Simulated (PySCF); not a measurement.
# Li2−: from the state search to spectroscopic constants

Aim: find the lowest electronic state of Li2−, scan its bond at several levels of theory, and get bond length, wavenumber and dissociation energy from each curve.

The runs use PySCF 2.14.0; Li aug-pcseg-1, no relativity.

4 further runs of the same task are left out: 4 set aside as unsound or not needed.

### 1 Input

The job is set up so:

```
atoms                         : Li, Li
charge                        : -1
basis                         : Li aug-pcseg-1
Hamiltonian                   : no relativity
basis functions               : 26
electrons treated             : 7
masses in u                   : 7.0160, 7.0160
levels                        : PBE0, PBE, r²SCAN, PW91, BLYP, B2PLYP, MP2, SCS-MP2, CCSD, CCSD(T)
grid                          : 80 radial by 434 angular points
occupations                   : held fixed by the projection of orbital angular momentum
dissociation limit            : Li + Li−, each in its ground configuration
starting distance in angstrom : 2.670
values of 2S to try           : 1, 3
```

Command:

```console
$ OMP_NUM_THREADS=1 python dia.py task.json out
```

The runs that follow: PBE0 along the bond; PBE (GGA); r²SCAN; PW91 (GGA); BLYP; B2PLYP (double hybrid); Correlated methods on the Hartree–Fock reference.

Q: Predict the outcome of this session. Wanted: for each run, Re; ωe; De.

The runs gave:

Lowest PBE0 solution found, without spin–orbit coupling: ²Σu⁺ (doublet), unpaired electrons σ ↑.

```
       level  Re (Å)  ωe (cm⁻¹)  De (eV)
    ROHF-MP2   3.173      204.7     0.59
ROHF-SCS-MP2   3.199      197.6     0.58
   ROHF-CCSD   3.151      201.0     0.66
ROHF-CCSD(T)   3.145      202.6     0.69
         PBE   3.065      223.2     0.88
        PW91   3.067      222.7     0.90
        BLYP   3.030      221.2     0.76
      r²SCAN   3.156      206.3     0.88
        PBE0   3.104      216.9     0.85
      B2PLYP   3.088      213.9     0.70
```

De is counted to Li + Li− in their ground configurations. ⟨S²⟩ is off the pure value of 0.75 by over a tenth at PBE 0.83, r²SCAN 0.89, PBE0 0.87, B2PLYP 0.95.

In words: Bond lengths run from 3.030 Å (BLYP) to 3.199 Å (ROHF-SCS-MP2). Of the levels with a De here, ROHF-SCS-MP2 gives the least (0.58 eV) and PW91 the most (0.90 eV).

B2PLYP dipoles, levels and charges come from its SCF part alone. T1 is 0.050 near the minimum (highest on the curve 0.053), which may point to more than one leading configuration. With some functionals the highest level of the anion is positive, from self-interaction error or because the anion is truly unbound there; the finite basis then holds the extra electron, and no neutral molecule was run to test the binding.
